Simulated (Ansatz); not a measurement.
## C₂H₃S, SMILES C=[C]S: a rigid scan of one bond angle, step by step

Computed with Ansatz 0.2.0 through its Python package.

Interactive session:
```pycon
>>> import ansatz
>>> from ase import Atoms
>>> atoms = Atoms(['C', 'C', 'S', 'H', 'H', 'H'], positions=[
...     [-0.8838, 0.3171, 0.2716],
...     [0.4147, 0.3508, 0.5623],
...     [1.5084, -0.9671, 0.0359],
...     [-1.3069, -0.5093, -0.2908],
...     [-1.5289, 1.1247, 0.5994],
...     [1.7965, -0.3162, -1.1784],
... ])
>>> first = (
...     ansatz.Crystal.molecule_from_ase(atoms).calculation()
...     .basis(gaussian='def2-SVP')
...     .functional('HF')
...     .spin('collinear', total=1)
...     .relax(force_tolerance=0.02, max_steps=80)
... )
>>> atoms.positions = first.run(threads=1).report['positions_ang']
>>> rows = []
>>> for angle in [85, 95, 105, 115, 125, 140, 160]:
...     bent = atoms.copy()
...     bent.set_angle(1, 2, 5, angle, indices=[5])
...     model = (
...         ansatz.Crystal.molecule_from_ase(bent).calculation()
...         .basis(gaussian='def2-SVP')
...         .functional('HF')
...         .spin('collinear', total=1)
...     )
...     rows.append((angle, model.run(threads=1).report['free_energy_ev']))
...
>>> floor = min(e for _, e in rows)
>>> for angle, e in rows:
...     print(f'angle C1-S2-H5 = {angle:3d} deg   {1000 * (e - floor):9.1f} meV')
...
angle C1-S2-H5 =  85 deg       147.7 meV
angle C1-S2-H5 =  95 deg         0.0 meV
angle C1-S2-H5 = 105 deg        45.9 meV
angle C1-S2-H5 = 115 deg       267.1 meV
angle C1-S2-H5 = 125 deg       642.6 meV
angle C1-S2-H5 = 140 deg      1437.2 meV
angle C1-S2-H5 = 160 deg      2665.0 meV
```

The scan is rigid, and the energies are electronic, in a modest basis. The zero is the lowest point of the grid, which needn't be the minimum. The species is open-shell (spin multiplicity 2). The expectation value of S² is noticeably off S(S+1) in at least one run, so that state is spin-contaminated. Run time: 16 s on 1 thread of Arm Neoverse V1 (shared host), peak memory 0.19 GiB.
